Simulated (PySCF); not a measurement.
# C3HN: excited-state relaxation, vibronic structure

What do calculations give for the excited-state relaxation, vibronic structure of C3HN (`C#CC#N`)?

Computed with PySCF 2.14.0 and routines of our own; the level stands in each step. Atoms count from 0.

## (1) The starting structure

5 atoms, charge 0, multiplicity 1; geometry from: GFN2-xTB.

## (2) Optimising the geometry at PBE/6-31+G*

What the job is given:

```
{"job": {"xc": "PBE", "basis": "6-31+G*", "grid": 1, "kind": "geom"}, "charge": 0, "multiplicity": 1}
C     -1.274482    -0.173263    -0.000599
C     -0.081631    -0.011007     0.018928
C      1.271265     0.172231     0.043827
N      2.408523     0.327503     0.065446
H     -2.315053    -0.312612    -0.015927
```

Command:

```console
$ OMP_NUM_THREADS=1 python excited_run.py task.json out
```

The driver reads the jobs from task.json and runs them one after another.

The program printed:

```text
step   0  E = -169.36669001  max force = 0.075514
step   1  E = -169.37020442  max force = 0.003850
step   2  E = -169.37022456  max force = 0.000576
step   3  E = -169.37022479  max force = 0.000106
optimisation converged
```

It took 5.4 s on 1 thread of Arm Neoverse V2, shared host; peak memory 0.32 GiB.

The steps of the relaxation:

```tsv
step	energy from step 0 (eV)	largest force component (eV/Å)
0	0.0000	3.8831
1	-0.0956	0.1980
2	-0.0962	0.0296
3	-0.0962	0.0055
```

Distances of close pairs at the start and the end, largest changes first:

```tsv
bond	before (Å)	after (Å)	change (Å)
C2–N3	1.148	1.181	+0.033
C0–H4	1.050	1.076	+0.026
C0–C1	1.204	1.224	+0.020
C1–C2	1.365	1.370	+0.005
```

The next job starts from the end point, and lists it.

```tsv
at the end point	value
point group (found at 0.08 Å tolerance)	Cinfv
rotational constants (GHz, main isotopes)	4.483, 4.483
dipole moment (D)	3.91
```

## (3) Excited-state relaxation: TDA PBE/6-31+G*

What the job is given:

```
{"job": {"kind": "xopt", "state": "S1", "method": "TDA", "freq": true, "xc": "PBE", "basis": "6-31+G*", "grid": 1}, "charge": 0, "multiplicity": 1}
C     -1.267037    -0.192120    -0.107259
C     -0.054441    -0.029696    -0.084569
C      1.303499     0.152205    -0.058867
N      2.473962     0.309003    -0.036008
H     -2.333389    -0.335240    -0.126116
```

Level: TDA PBE/6-31+G* excited-state geometry optimisation, gas phase.

The program printed:

```text
final grid: 23136 points
cycle   1  E = -169.3341324496  dE =  4.665e-01  |g| = 3.669e-01  |ddm| = 1.122e+01
cycle   2  E = -169.1383439014  dE =  1.958e-01  |g| = 9.485e-01  |ddm| = 6.529e+00
cycle   3  E = -169.3422785470  dE = -2.039e-01  |g| = 3.174e-01  |ddm| = 3.359e+00
cycle   4  E = -169.3677704550  dE = -2.549e-02  |g| = 8.939e-02  |ddm| = 8.251e-01
cycle   5  E = -169.3695199295  dE = -1.749e-03  |g| = 5.120e-02  |ddm| = 4.669e-01
cycle   6  E = -169.3701940363  dE = -6.741e-04  |g| = 1.076e-02  |ddm| = 2.128e-01
cycle   7  E = -169.3702237781  dE = -2.974e-05  |g| = 1.925e-03  |ddm| = 5.415e-02
cycle   8  E = -169.3702247877  dE = -1.010e-06  |g| = 1.641e-04  |ddm| = 2.045e-02
cycle   9  E = -169.3702247942  dE = -6.473e-09  |g| = 1.849e-05  |ddm| = 1.135e-03
cycle  10  E = -169.3702247943  dE = -8.902e-11  |g| = 1.443e-06  |ddm| = 1.594e-04
converged SCF energy = -169.3702247943

vertical S1 at the ground-state geometry: 4.9697 eV
step    E(state)/Eh    max force   excitation/eV  root
  0    -169.19525433   0.129317     4.7191      1
  1    -169.20251171   0.012921     4.0884      1
  2    -169.20314958   0.007258     4.0965      1
  3    -169.20343649   0.005697     4.0863      1
  4    -169.20376176   0.005692     4.0485      1
  5    -169.20392918   0.002555     4.0714      1
  6    -169.20405657   0.003444     4.0727      1
  7    -169.20421853   0.004654     4.0608      1
  8    -169.20452784   0.006564     4.0437      1
  9    -169.20516009   0.009448     4.0118      1
 10    -169.20645307   0.012986     3.9498      1
 11    -169.20871734   0.015461     3.8388      1
 12    -169.21153838   0.014851     3.6823      1
 13    -169.19674964   0.033378     2.9304      1
 14    -169.21419629   0.013002     3.1405      1
 15    -169.21529792   0.005824     3.3268      1
 16    -169.21564607   0.004890     3.2651      1
 17    -169.21610564   0.003767     3.1785      1
 18    -169.21678287   0.003807     3.0490      1
 19    -169.21734064   0.013731     2.8330      1
 20    -169.21795271   0.003267     2.9586      1
 21    -169.21802871   0.001139     2.9519      1
 22    -169.21803421   0.000291     2.9573      1
optimisation converged
vertical emission 2.9573 eV, adiabatic 4.1413 eV, Stokes shift 2.0125 eV, reorganisation 0.8284 (excited) and 1.1840 eV (ground)
zero-point change -0.1099 eV, 0-0 energy 4.0314 eV
frequencies of the excited state (cm-1): 155 276 449 599 885 934 1586 2030 3004
```

It took 2.3 min on 1 thread of Arm Neoverse V2, shared host; peak memory 0.35 GiB.

Key values:

```tsv
quantity	value
vertical absorption, S1	4.97 eV
adiabatic energy, S1	4.14 eV
vertical emission, S1	2.96 eV
Stokes shift, S1	2.01 eV
geometry moved (RMSD), S1	0.251 Å
```

Bonds of the start that changed most:

```tsv
bond	start (Å)	end (Å)
C0–C1	1.224	1.349
C2–N3	1.181	1.216
C0–H4	1.076	1.106
C1–C2	1.370	1.341
```

## (4) Excited-state relaxation: UKS PBE/6-31+G*

What the job is given:

```
{"job": {"kind": "xopt", "state": "T1", "method": "UKS", "freq": true, "xc": "PBE", "basis": "6-31+G*", "grid": 1}, "charge": 0, "multiplicity": 1}
C     -1.267037    -0.192120    -0.107259
C     -0.054441    -0.029696    -0.084569
C      1.303499     0.152205    -0.058867
N      2.473962     0.309003    -0.036008
H     -2.333389    -0.335240    -0.126116
```

Method: UKS PBE/6-31+G* excited-state geometry optimisation, gas phase.

The program printed:

```text
final grid: 23136 points
cycle   1  E = -169.3341324496  dE =  4.665e-01  |g| = 3.669e-01  |ddm| = 1.122e+01
cycle   2  E = -169.1383439014  dE =  1.958e-01  |g| = 9.485e-01  |ddm| = 6.529e+00
cycle   3  E = -169.3422785470  dE = -2.039e-01  |g| = 3.174e-01  |ddm| = 3.359e+00
cycle   4  E = -169.3677704550  dE = -2.549e-02  |g| = 8.939e-02  |ddm| = 8.251e-01
cycle   5  E = -169.3695199295  dE = -1.749e-03  |g| = 5.120e-02  |ddm| = 4.669e-01
cycle   6  E = -169.3701940363  dE = -6.741e-04  |g| = 1.076e-02  |ddm| = 2.128e-01
cycle   7  E = -169.3702237781  dE = -2.974e-05  |g| = 1.925e-03  |ddm| = 5.415e-02
cycle   8  E = -169.3702247877  dE = -1.010e-06  |g| = 1.641e-04  |ddm| = 2.045e-02
cycle   9  E = -169.3702247942  dE = -6.473e-09  |g| = 1.849e-05  |ddm| = 1.135e-03
cycle  10  E = -169.3702247943  dE = -8.902e-11  |g| = 1.443e-06  |ddm| = 1.594e-04
converged SCF energy = -169.3702247943

vertical T1 at the ground-state geometry: 4.1808 eV
step    E(state)/Eh    max force   <S^2>
  0    -169.22475193   0.146802    2.0051
  1    -169.22653507   0.029447    2.0059
  2    -169.23188993   0.019397    2.0062
  3    -169.23664276   0.011815    2.0063
  4    -169.24111823   0.016451    2.0065
  5    -169.24477998   0.017779    2.0075
  6    -169.24624890   0.012251    2.0083
  7    -169.24769516   0.008777    2.0089
  8    -169.24802148   0.004706    2.0092
  9    -169.24844473   0.005743    2.0096
 10    -169.24873352   0.008196    2.0099
 11    -169.24894271   0.006644    2.0100
 12    -169.24902639   0.002193    2.0099
 13    -169.24904075   0.000576    2.0098
 14    -169.24904602   0.000710    2.0098
 15    -169.24904739   0.000287    2.0098
optimisation converged
vertical emission 1.7559 eV, adiabatic 3.2974 eV, Stokes shift 2.4248 eV, reorganisation 0.8833 (excited) and 1.5415 eV (ground)
zero-point change -0.0980 eV, 0-0 energy 3.1994 eV
frequencies of the excited state (cm-1): 161 320 441 607 905 949 1685 1993 3048
```

Wall time 92 s (1 thread of Arm Neoverse V2, shared host); peak memory 0.35 GiB.

In short:

```tsv
quantity	value
vertical gap at the ground-state geometry, T1	4.18 eV
adiabatic energy, T1	3.30 eV
vertical gap at the relaxed geometry, T1	1.76 eV
difference of the two gaps, T1	2.42 eV
geometry moved (RMSD), T1	0.608 Å
```

Bonds of the start that changed most:

```tsv
bond	start (Å)	end (Å)
C0–C1	1.224	1.335
C0–H4	1.076	1.102
C2–N3	1.181	1.204
C1–C2	1.370	1.353
```

## (5) Excited-state relaxation: TDA PBE/6-31+G*

What the job is given:

```
{"job": {"kind": "xopt", "state": "T1", "method": "TDA", "xc": "PBE", "basis": "6-31+G*", "grid": 1}, "charge": 0, "multiplicity": 1}
C     -1.267037    -0.192120    -0.107259
C     -0.054441    -0.029696    -0.084569
C      1.303499     0.152205    -0.058867
N      2.473962     0.309003    -0.036008
H     -2.333389    -0.335240    -0.126116
```

Level: TDA PBE/6-31+G* excited-state geometry optimisation, gas phase.

The program printed:

```text
final grid: 23136 points
cycle   1  E = -169.3341324496  dE =  4.665e-01  |g| = 3.669e-01  |ddm| = 1.122e+01
cycle   2  E = -169.1383439014  dE =  1.958e-01  |g| = 9.485e-01  |ddm| = 6.529e+00
cycle   3  E = -169.3422785470  dE = -2.039e-01  |g| = 3.174e-01  |ddm| = 3.359e+00
cycle   4  E = -169.3677704550  dE = -2.549e-02  |g| = 8.939e-02  |ddm| = 8.251e-01
cycle   5  E = -169.3695199295  dE = -1.749e-03  |g| = 5.120e-02  |ddm| = 4.669e-01
cycle   6  E = -169.3701940363  dE = -6.741e-04  |g| = 1.076e-02  |ddm| = 2.128e-01
cycle   7  E = -169.3702237781  dE = -2.974e-05  |g| = 1.925e-03  |ddm| = 5.415e-02
cycle   8  E = -169.3702247877  dE = -1.010e-06  |g| = 1.641e-04  |ddm| = 2.045e-02
cycle   9  E = -169.3702247942  dE = -6.473e-09  |g| = 1.849e-05  |ddm| = 1.135e-03
cycle  10  E = -169.3702247943  dE = -8.902e-11  |g| = 1.443e-06  |ddm| = 1.594e-04
converged SCF energy = -169.3702247943

vertical T1 at the ground-state geometry: 3.9412 eV
step    E(state)/Eh    max force   excitation/eV  root
  0    -169.23330048   0.140987     3.6838      1
  1    -169.23704834   0.036097     2.8977      1
  2    -169.24017974   0.012424     2.9432      1
  3    -169.24125058   0.010984     2.9262      1
  4    -169.24476434   0.018391     2.7750      1
  5    -169.24724140   0.040989     2.4520      1
  6    -169.24808145   0.024368     2.4008      1
  7    -169.24845421   0.004992     2.4806      1
  8    -169.24863719   0.005772     2.4050      1
  9    -169.24878398   0.007258     2.3482      1
 10    -169.24538281   0.034419     1.4272      1
 11    -169.24909996   0.018114     1.9555      1
 12    -169.24945339   0.008804     2.1227      1
 13    -169.24989313   0.005977     1.9830      1
 14    -169.24932887   0.016194     1.3279      1
 15    -169.25046632   0.002506     1.6898      1
 16    -169.25050095   0.001616     1.6923      1
 17    -169.25051941   0.000298     1.6739      1
 18    -169.25052004   0.000279     1.6685      1
optimisation converged
vertical emission 1.6685 eV, adiabatic 3.2573 eV, Stokes shift 2.2727 eV, reorganisation 0.6839 (excited) and 1.5888 eV (ground)
```

Wall time 42 s (1 thread of Arm Neoverse V2, shared host); peak memory 0.36 GiB.

In short:

```tsv
quantity	value
vertical gap at the ground-state geometry, T1	3.94 eV
adiabatic energy, T1	3.26 eV
vertical gap at the relaxed geometry, T1	1.67 eV
difference of the two gaps, T1	2.27 eV
geometry moved (RMSD), T1	0.640 Å
```

Bonds of the start that changed most:

```tsv
bond	start (Å)	end (Å)
C0–C1	1.224	1.333
C0–H4	1.076	1.101
C2–N3	1.181	1.203
C1–C2	1.370	1.359
```

## (6) Vibronic structure: TDA PBE/6-31+G*

What the job is given:

```
{"job": {"kind": "vib", "tda": true, "freq": true, "xc": "PBE", "basis": "6-31+G*", "grid": 1}, "charge": 0, "multiplicity": 1}
C     -1.267037    -0.192120    -0.107259
C     -0.054441    -0.029696    -0.084569
C      1.303499     0.152205    -0.058867
N      2.473962     0.309003    -0.036008
H     -2.333389    -0.335240    -0.126116
```

With the program's defaults for keys left out, this is: TDA PBE/6-31+G* vertical-gradient vibronic structure (displaced harmonic oscillators, Condon), gas phase.

The program printed:

```text
final grid: 23136 points
cycle   1  E = -169.3341324496  dE =  4.665e-01  |g| = 3.669e-01  |ddm| = 1.122e+01
cycle   2  E = -169.1383439014  dE =  1.958e-01  |g| = 9.485e-01  |ddm| = 6.529e+00
cycle   3  E = -169.3422785470  dE = -2.039e-01  |g| = 3.174e-01  |ddm| = 3.359e+00
cycle   4  E = -169.3677704550  dE = -2.549e-02  |g| = 8.939e-02  |ddm| = 8.251e-01
cycle   5  E = -169.3695199295  dE = -1.749e-03  |g| = 5.120e-02  |ddm| = 4.669e-01
cycle   6  E = -169.3701940363  dE = -6.741e-04  |g| = 1.076e-02  |ddm| = 2.128e-01
cycle   7  E = -169.3702237781  dE = -2.974e-05  |g| = 1.925e-03  |ddm| = 5.415e-02
cycle   8  E = -169.3702247877  dE = -1.010e-06  |g| = 1.641e-04  |ddm| = 2.045e-02
cycle   9  E = -169.3702247942  dE = -6.473e-09  |g| = 1.849e-05  |ddm| = 1.135e-03
cycle  10  E = -169.3702247943  dE = -8.902e-11  |g| = 1.443e-06  |ddm| = 1.594e-04
converged SCF energy = -169.3702247943

Singlet excitations (eV, f): 4.970 (0.0000)  5.169 (0.0000)  5.169 (0.0000)  7.071 (0.0156)  7.071 (0.0156)  7.199 (0.0000)

State S1  4.9697 eV  f = 0.00000  H->L 0.50, H-1->L+1 0.50
  relaxed dipole 3.807 D, largest gradient of the excitation energy 0.1694 Eh/bohr
  mode    cm-1        S   lambda/meV  Raman
    9   2285.9    1.3993     396.6   1.000
    8   2098.9    0.1143      29.8   0.069
   10   3410.7    0.0259      10.9   0.041
    7    899.5    0.0261       2.9   0.003
  reorganisation energy 0.4402 eV, total S 1.566, 0-0 4.5296 eV
  absorption maximum 4.812 eV, width 0.592 eV

State S4  7.0713 eV  f = 0.01559  H-2->L 0.98
  relaxed dipole 1.054 D, largest gradient of the excitation energy 0.1197 Eh/bohr
  mode    cm-1        S   lambda/meV  Raman
    9   2285.9    0.2682      76.0   1.000
    8   2098.9    0.2282      59.4   0.717
   10   3410.7    0.0149       6.3   0.124
    7    899.5    0.0149       1.7   0.009
  reorganisation energy 0.1434 eV, total S 0.526, 0-0 6.9279 eV
  absorption maximum 6.928 eV, width 0.038 eV

State S5  7.0714 eV  f = 0.01559  H-2->L+1 0.98
  relaxed dipole 1.054 D, largest gradient of the excitation energy 0.1197 Eh/bohr
  mode    cm-1        S   lambda/meV  Raman
    9   2285.9    0.2682      76.0   1.000
    8   2098.9    0.2283      59.4   0.717
   10   3410.7    0.0149       6.3   0.124
    7    899.5    0.0149       1.7   0.009
  reorganisation energy 0.1434 eV, total S 0.526, 0-0 6.9280 eV
  absorption maximum 6.928 eV, width 0.038 eV

State T1  3.9412 eV  f = 0.00000  H-1->L 0.49, H->L+1 0.49
  relaxed dipole 3.809 D, largest gradient of the excitation energy 0.1821 Eh/bohr
  mode    cm-1        S   lambda/meV  Raman
    9   2285.9    1.4716     417.1   1.000
    8   2098.9    0.1684      43.8   0.096
   10   3410.7    0.0309      13.1   0.047
    7    899.5    0.0219       2.4   0.002
  reorganisation energy 0.4764 eV, total S 1.693, 0-0 3.4649 eV
  absorption maximum 3.747 eV, width 0.592 eV
```

It took 3.2 s on 1 thread of Arm Neoverse V2, shared host; peak memory 0.37 GiB.

## (7) What came out

| quantity | value |
| --- | --- |
| point group | Cinfv |
| rotational constants (main isotopes) | 4.48, 4.48 GHz |
| vertical absorption, S1 (step 3, TDA PBE/6-31+G*) | 4.97 eV |
| adiabatic energy, S1 (step 3, TDA PBE/6-31+G*) | 4.14 eV |
| vertical emission, S1 (step 3, TDA PBE/6-31+G*) | 2.96 eV |
| Stokes shift, S1 (step 3, TDA PBE/6-31+G*) | 2.01 eV |
| vertical gap at the ground-state geometry, T1 (step 4, UKS PBE/6-31+G*) | 4.18 eV |
| adiabatic energy, T1 (step 4, UKS PBE/6-31+G*) | 3.30 eV |
| vertical gap at the relaxed geometry, T1 (step 4, UKS PBE/6-31+G*) | 1.76 eV |
| difference of the two gaps, T1 (step 4, UKS PBE/6-31+G*) | 2.42 eV |
| vertical gap at the ground-state geometry, T1 (step 5, TDA PBE/6-31+G*) | 3.94 eV |
| adiabatic energy, T1 (step 5, TDA PBE/6-31+G*) | 3.26 eV |
| vertical gap at the relaxed geometry, T1 (step 5, TDA PBE/6-31+G*) | 1.67 eV |
| difference of the two gaps, T1 (step 5, TDA PBE/6-31+G*) | 2.27 eV |
| S1: vertical, reorganisation, 0-0, total S (step 6, TDA PBE/6-31+G*, modes from PBE/6-31+G*) | 4.97, 0.44, 4.53 eV; 1.6 |
| S4: vertical, reorganisation, 0-0, total S (step 6, TDA PBE/6-31+G*, modes from PBE/6-31+G*) | 7.07, 0.14, 6.93 eV; 0.5 |
| S5: vertical, reorganisation, 0-0, total S (step 6, TDA PBE/6-31+G*, modes from PBE/6-31+G*) | 7.07, 0.14, 6.93 eV; 0.5 |

In words: Relaxing lowered the energy by 0.096 eV in 3 steps; the close pair that moved most is C2–N3, from 1.148 to 1.181 Å. In step 3 (excited-state relaxation), among the bonds C0–C1 changes most, from 1.224 to 1.349 Å. In steps 4, 5 the harmonic model is doubtful. In step 4 (excited-state relaxation), among the bonds C0–C1 changes most, from 1.224 to 1.335 Å. The atoms move far more than that, so angles or torsions carry the main change. Where no frequencies were run, the relaxed excited state may be a saddle. In step 5 (excited-state relaxation), among the bonds C0–C1 changes most, from 1.224 to 1.333 Å. Some states lie very close; unless symmetry makes them partners, their order is unsure. The vibronic model keeps the ground-state modes and shifts them along the gradient alone, so it can miss much of the relaxation that a full optimisation finds. ΔSCF (UKS) and response values aren't on one footing and may follow different states, so their differences aren't method errors alone, and singlets and triplets from the two don't rank.
